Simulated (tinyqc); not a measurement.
Pariser-Parr-Pople SCF with singles CI, for the molecule C=CC(=C)C=N (SMILES; centres numbered as the heavy atoms are written), step by step. Computed by tinyqc, a small Python program that keeps every step. Settings: charge = 0, gamma = Ohno, start = core, damping = 0, iteration cap = 69, excitations kept = 4. Command: `OMP_NUM_THREADS=1 python tinyqc.py 21912 21913 out.jsonl` (the two numbers bound the seeds that draw the settings). One thread of a shared host (Intel(R) Xeon(R) Processor @ 2.60GHz), about 0.01 s of CPU time with the checks. Later iterations appear only in the table of the cycle.

## PPP integrals

Centres (angstrom, eV; a flat drawing with bonds scaled to 1.40 angstrom):
```
centre          x          y  core charge z          W   gamma_rr
1C       2.100000   0.808000              1  11.160000  11.130000
2C       1.400000  -0.404000              1  11.160000  11.130000
3C       0.000000  -0.404000              1  11.160000  11.130000
4C      -0.700000  -1.617000              1  11.160000  11.130000
5C      -0.700000   0.808000              1  11.160000  11.130000
6N      -2.100000   0.808000              1  14.100000  12.300000
```

Resonance integrals (eV):
```
i  j       beta
1  2  -2.390000
2  3  -2.390000
3  4  -2.390000
3  5  -2.390000
5  6  -2.510000
```

Ohno: gamma = 14.399645/sqrt(R^2 + a^2), a = 2 x 14.399645/(gamma_rr + gamma_ss); H_rr = -W_r - sum_(s != r) z_s gamma_rs; H_rs = beta for bonds.

repulsion gamma_rs (eV), lower triangle:
```
           1C         2C         3C         4C         5C         6N
1C  11.130000
2C   7.554960  11.130000
3C   5.239602   7.553862  11.130000
4C   3.670029   5.238761   7.552439  11.130000
5C   4.668463   5.239602   7.554960   5.239019  11.130000
6N   3.290469   3.689818   5.297072   4.708818   7.729197  12.300000
```

core matrix H (eV), lower triangle:
```
            1C          2C          3C          4C          5C          6N
1C  -35.583524
2C   -2.390000  -40.437003
3C    0.000000   -2.390000  -44.357935
4C    0.000000    0.000000   -2.390000  -37.569068
5C    0.000000    0.000000   -2.390000    0.000000  -41.591242
6N    0.000000    0.000000    0.000000    0.000000   -2.510000  -38.815374
```

## Starting guess

pi electrons, sum of z_r less the charge = 6

Orbitals of the core matrix H.

P at the start, lower triangle:
```
           1C         2C         3C         4C        5C        6N
1C   0.314731
2C   0.699956   1.645194
3C  -0.090969   0.174135   1.704811
4C  -0.162602  -0.226054   0.607996   0.294825
5C  -0.029244  -0.090976   0.226583  -0.090991  1.405084
6N   0.069990   0.063930  -0.208910  -0.217369  0.875875  0.635356
```

## Iteration 1: Fock matrix

F_rr = H_rr + P_rr gamma_rr / 2 + sum_(s != r) P_ss gamma_rs; F_rs = H_rs - P_rs gamma_rs / 2; E = tr P (H + F) / 2 + core repulsion sum_(r<s) z_r z_s gamma_rs.

F (eV), lower triangle:
```
           1C         2C         3C         4C         5C         6N
1C  -2.737926
2C  -5.034069  -4.774869
3C   0.238320  -3.047697  -4.586509
4C   0.298377   0.592122  -4.685927  -2.926001
5C   0.068263   0.238339  -3.245913   0.238352  -4.347318
6N  -0.115149  -0.117945   0.553306   0.511775  -5.894904  -6.522907
```

pi energy = -72.937309 eV

## Iteration 1: orbitals and new P

Diagonalise F (the basis is taken as orthonormal) and form P = 2 sum c c over the lowest orbitals.

orbital energies (eV): -12.076513  -10.096056  -7.943292  -0.680031  1.006054  3.894309

P after iteration 1, lower triangle:
```
           1C         2C         3C         4C        5C        6N
1C   0.784930
2C   0.927517   1.192413
3C  -0.025879   0.303688   1.175691
4C  -0.292544  -0.096419   0.861203   0.763735
5C  -0.075456  -0.022199   0.348340   0.110052  0.869135
6N   0.038874  -0.025942  -0.115001  -0.309060  0.918279  1.214097
```

## Iteration 2: Fock matrix

As before.

F (eV), lower triangle:
```
           1C         2C         3C         4C         5C         6N
1C  -5.191203
2C  -5.893678  -5.955364
3C   0.067797  -3.537009  -5.929675
4C   0.536823   0.252558  -5.642092  -5.041693
5C   0.176132   0.058158  -3.705848  -0.288283  -4.574811
6N  -0.063957   0.047861   0.304583   0.727653  -6.058778  -7.824385
```

pi energy = -80.528392 eV

## Iteration 2: orbitals and new P

As before.

orbital energies (eV): -14.192920  -12.159425  -10.273855  -1.342609  0.349251  3.102427

P after iteration 2, lower triangle:
```
           1C         2C         3C         4C        5C        6N
1C   0.931007
2C   0.945326   1.061214
3C  -0.011227   0.315457   1.070041
4C  -0.309229  -0.038410   0.877145   0.866970
5C  -0.072964   0.000803   0.349059   0.123999  0.783013
6N   0.022925  -0.040268  -0.065035  -0.316933  0.900208  1.287755
```

## Convergence

Stop when output and input P, before any damping, agree to 1e-7.

Course of the cycle:
```
iteration        E (eV)  largest |P(out) - P(in)|
1          -72.93730867                  5.79e-01
2          -80.52839165                  1.46e-01
3          -80.88160323                  4.35e-02
4          -80.90517892                  1.40e-02
5          -80.90753345                  4.77e-03
6          -80.90783941                  1.71e-03
7          -80.90788432                  6.35e-04
8          -80.90789135                  2.41e-04
9          -80.90789252                  9.36e-05
10         -80.90789273                  3.69e-05
11         -80.90789276                  1.48e-05
12         -80.90789277                  6.27e-06
13         -80.90789277                  3.12e-06
14         -80.90789277                  1.55e-06
15         -80.90789277                  7.72e-07
16         -80.90789277                  3.90e-07
17         -80.90789277                  1.96e-07
18         -80.90789277                  9.82e-08
```

Converged in 18 iterations.

## Converged orbitals

Charges are z - P_rr.

orbital energies (eV): -14.732888  -12.486471  -10.648400  -1.667092  0.051654  2.631692

coefficients:
```
         MO1        MO2        MO3        MO4        MO5        MO6
1C  0.237233  -0.405130  -0.526880   0.376178   0.532723   0.276919
2C  0.399911  -0.455405  -0.367765  -0.213250  -0.509700  -0.438356
3C  0.591944  -0.146178   0.390029  -0.353016  -0.046957   0.591005
4C  0.341012  -0.138536   0.559287   0.653082   0.018450  -0.353355
5C  0.440097   0.428703  -0.065667  -0.343224   0.543086  -0.453290
6N  0.351310   0.635712  -0.343379   0.379573  -0.398654   0.227028
```

pi charges: 1C 0.003976, 2C -0.005147, 3C -0.047776, 4C 0.103432, 5C 0.236432, 6N -0.290916

## Singles CI, singlets

Over the 4 single excitations with the smallest orbital gaps: A = (e_a - e_i) delta + 2 (ia|jb) - (ij|ab), with (pq|rs) = sum c_mp c_mq gamma_mn c_nr c_ns. f = 2/3 w |mu|^2 in atomic units, mu = sqrt2 sum c_ia sum_m c_mi c_ma R_m.

singlet CI matrix (eV), lower triangle:
```
           3>4        3>5       2>4       2>5
3>4   4.718671
3>5   0.154998   5.744889
2>4   0.154590  -0.212553  5.914941
2>5  -0.403400  -0.144420  0.128069  7.610665
```

singlet excitation energies (eV): 4.617046  5.640692  6.042925  7.688502

oscillator strengths: 0.522177  0.766142  0.050274  0.147663

## Singles CI, triplets

Over the 4 single excitations with the smallest orbital gaps: A = (e_a - e_i) delta - (ij|ab), with (pq|rs) = sum c_mp c_mq gamma_mn c_nr c_ns.

triplet CI matrix (eV), lower triangle:
```
           3>4        3>5       2>4       2>5
3>4   2.477891
3>5  -0.387369   4.549181
2>4   0.418279  -1.132647  4.830070
2>5  -1.132647  -0.422784  0.552758  5.855397
```

triplet excitation energies (eV): 1.985715  3.547298  5.587972  6.591554
